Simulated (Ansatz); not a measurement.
Input file:

```yaml
crystal:
  periodic: [false, false, false]
  atoms:
    - {symbol: B, position_ang: [0.000000, -0.588771, 1.527430]}
    - {symbol: S, position_ang: [0.000000, 0.408039, 0.077250]}
    - {symbol: O, position_ang: [0.000000, -0.419926, -1.186924]}
basis:
  gaussian: {orbitals: STO-3G}
magnetization: {spin_polarized: false, initial_magnetization: 1}
correlation: {active_space: {window: {electrons: 15, orbitals: 8}}}
```

```sh
$ ansatz run in.yaml --threads 1 --pin off --events-out ev --progress --plain --max-ram 2393MiB
```

Log:

```
233 factors; integrals over basis functions are off by at most 2.6e-5 eV
mean field evaluation 1: about -13358.5484 eV, gradient 2.8e1 eV
mean field evaluation 2: about -13358.6108 eV, gradient 2.8e1 eV
mean field evaluation 4: about -13363.8284 eV, gradient 9.3e0 eV
mean field evaluation 8: about -13365.2504 eV, gradient 1.1e0 eV
mean field evaluation 16: about -13365.2779 eV, gradient 1.6e-6 eV
mean field evaluation 32: about -13363.7589 eV, gradient 1.1e1 eV
mean field evaluation 64: about -13365.4033 eV, gradient 2.0e0 eV
mean field evaluation 96: about -13364.9582 eV, gradient 6.2e0 eV
mean field evaluation 128: about -13365.2779 eV, gradient 4.0e-6 eV
mean field -13365.70203041 eV, -491.1804900194 hartree, gradient 1.8e-6 eV, S^2 0.750000; 12 other end points of the search recorded, 0 dependent functions left out
reference -13365.70203041 eV, -491.1804900194 hartree; 15, 14 occupied and 4, 5 virtual orbitals, 233 factors
state -13365.70203041 eV, -491.1804900194 hartree
Total energy: -13365.70203041 eV, -491.1804900194 hartree
```

Ran on 1 thread of Intel Xeon, shared host: 4.4 s wall, 0.21 GiB peak host memory.
